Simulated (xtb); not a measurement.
C3H6O, quintet, geometry from GFN2-xTB of the parent state (a higher spin typed on purpose: for a closed-shell molecule this is an excited state); GFN2-xTB (xtb).

Here is a job for xtb.
```
$ xtb mol.xyz --gfn 2 --chrg 0 --uhf 4 --json

# file mol.xyz
10

O     -0.00202356     0.00502782     1.40163302
C     -0.00028613     0.00071094     0.19819253
C     -0.00598572     1.26596943    -0.62421820
C      0.00777494    -1.27041500    -0.61510003
H      0.00018810     2.13672408     0.02569315
H     -0.00028442    -2.13648476     0.04102096
H     -0.89240581     1.29081337    -1.25420279
H      0.86770223     1.28962202    -1.27163889
H      0.89601009    -1.29976872    -1.24232811
H     -0.86404026    -1.29872071    -1.26485435
```

Output, abridged:

```
   ID    Z sym.   atoms
    1    8 O      1
    2    6 C      2-4
    3    1 H      5-10

           -------------------------------------------------
          |                Calculation Setup                |
           -------------------------------------------------

           -------------------------------------------------
          |                 G F N 2 - x T B                 |
           -------------------------------------------------

          ...................................................
          :                      SETUP                      :
          :.................................................:
          :  # basis functions                  22          :
          :  # atomic orbitals                  22          :
          :  # shells                           14          :
          :  # electrons                        24          :
          :  max. iterations                   250          :
          :  Hamiltonian                  GFN2-xTB          :
          :  restarted?                      false          :
          :  GBSA solvation                  false          :
          :  PC potential                    false          :
          :  electronic temp.          300.0000000     K    :
          :  accuracy                    1.0000000          :
          :  -> integral cutoff          0.2500000E+02      :
          :  -> integral neglect         0.1000000E-07      :
          :  -> SCF convergence          0.1000000E-05 Eh   :
          :  -> wf. convergence          0.1000000E-03 e    :
          :  Broyden damping             0.4000000          :
          :  net charge                          0          :
          :  unpaired electrons                  4          :
          ...................................................

 iter      E             dE          RMSdq      gap      omega  full diag
   1    -12.9526958 -0.129527E+02  0.418E+00    1.27       0.0  T
   2    -12.9621132 -0.941737E-02  0.260E+00    1.08       1.0  T
   3    -12.9246930  0.374202E-01  0.159E+00    0.93       1.0  T
   4    -12.9559205 -0.312275E-01  0.125E+00    1.06       1.0  T
   5    -12.9639988 -0.807829E-02  0.653E-01    1.00       1.0  T
   6    -12.9660430 -0.204422E-02  0.350E-01    1.00       1.0  T
   7    -12.9667930 -0.750020E-03  0.117E-01    0.99       1.0  T
   8    -12.9667198  0.731611E-04  0.102E-01    0.99       1.0  T
   9    -12.9667174  0.242590E-05  0.100E-01    0.99       1.0  T
  10    -12.9668030 -0.855295E-04  0.110E-02    0.99       2.9  T
  11    -12.9668037 -0.752273E-06  0.544E-03    0.99       5.8  T
  12    -12.9668038 -0.982878E-07  0.211E-03    0.99      15.0  T
  13    -12.9668038 -0.156424E-07  0.427E-04    0.99      74.1  T
  14    -12.9668038 -0.107371E-08  0.211E-04    0.99     150.1  T

   *** convergence criteria satisfied after 14 iterations ***

         :::::::::::::::::::::::::::::::::::::::::::::::::::::
         ::                     SUMMARY                     ::
         :::::::::::::::::::::::::::::::::::::::::::::::::::::
         :: total energy             -12.794039997744 Eh    ::
         :: gradient norm              0.356708203716 Eh/a0 ::
         :: HOMO-LUMO gap              0.990419892199 eV    ::
         ::.................................................::
         :: SCC energy               -12.966802302286 Eh    ::
         :: -> isotropic ES            0.016057326467 Eh    ::
         :: -> anisotropic ES          0.000905892034 Eh    ::
         :: -> anisotropic XC          0.004497795147 Eh    ::
         :: -> dispersion             -0.003868931121 Eh    ::
         :: repulsion energy           0.172762304542 Eh    ::
         :: add. restraining           0.000000000000 Eh    ::
         :: total charge              -0.000000000000 e     ::
         :::::::::::::::::::::::::::::::::::::::::::::::::::::

           -------------------------------------------------
[...]
         9        1.9991           -0.4819832             -13.1154
        10        1.5832           -0.4756667             -12.9435
        11        1.4177           -0.4750317             -12.9263
        12        1.0000           -0.4006771             -10.9030
        13        1.0000           -0.2052245              -5.5844
        14        1.0000            0.1036156               2.8195 (HOMO)
        15                          0.1400129               3.8099 (LUMO)
        16                          0.1719754               4.6797
        17                          0.1811629               4.9297
        18                          0.1925363               5.2392
        19                          0.2024741               5.5096
        20                          0.2081654               5.6645
        21                          0.2898454               7.8871
        22                          0.6706530              18.2494
      -------------------------------------------------------------
                  HL-Gap            0.0363973 Eh            0.9904 eV
             Fermi-level           -0.1767666 Eh           -4.8101 eV

     #   Z          covCN         q      C6AA      α(0)
     1   8 O        0.857    -0.256    19.010     5.846
     2   6 C        2.808    -0.001    28.031     8.674
     3   6 C        3.754    -0.107    22.607     6.780
     4   6 C        3.754    -0.107    22.607     6.780
     5   1 H        0.925     0.088     1.898     2.154
     6   1 H        0.925     0.088     1.898     2.154
     7   1 H        0.925     0.073     2.049     2.239
     8   1 H        0.925     0.074     2.039     2.233
     9   1 H        0.925     0.073     2.049     2.239
    10   1 H        0.925     0.074     2.039     2.233

 Mol. C6AA /au·bohr⁶  :        759.822790
 Mol. C8AA /au·bohr⁸  :      16472.219947
 Mol. α(0) /au        :         41.331610

Wiberg/Mayer (AO) data.
largest (>0.10) Wiberg bond orders for each atom

 ---------------------------------------------------------------------------
     #   Z sym  total        # sym  WBO       # sym  WBO       # sym  WBO
 ---------------------------------------------------------------------------
     1   8 O    1.846 --     2 C    1.496     3 C    0.136     4 C    0.136
     2   6 C    2.991 --     1 O    1.496     3 C    0.639     4 C    0.639
     3   6 C    3.501 --     7 H    0.906     8 H    0.905     5 H    0.745
                             2 C    0.639     1 O    0.136     4 C    0.135
     4   6 C    3.501 --     9 H    0.906    10 H    0.905     6 H    0.745
                             2 C    0.639     1 O    0.136     3 C    0.135
     5   1 H    0.863 --     3 C    0.745
     6   1 H    0.863 --     4 C    0.745
     7   1 H    0.960 --     3 C    0.906
     8   1 H    0.959 --     3 C    0.905
     9   1 H    0.960 --     4 C    0.906
    10   1 H    0.959 --     4 C    0.905
 ---------------------------------------------------------------------------

Topologies differ in total number of bonds
Writing topology from bond orders to xtbtopo.mol

molecular dipole:
                 x           y           z       tot (Debye)
 q only:        0.002      -0.004      -1.119
   full:        0.002      -0.005      -1.285       3.267
molecular quadrupole (traceless):
                xx          xy          yy          xz          yz          zz
 q only:       -0.676      -0.007       3.209       0.003      -0.021      -2.533
  q+dip:       -0.062      -0.007       2.176       0.003      -0.015      -2.114
   full:       -0.994      -0.015       3.478       0.002      -0.021      -2.484

           -------------------------------------------------
          | TOTAL ENERGY              -12.794039997744 Eh   |
          | GRADIENT NORM               0.356708203716 Eh/α |
          | HOMO-LUMO GAP               0.990419892199 eV   |
           -------------------------------------------------

normal termination of xtb
```
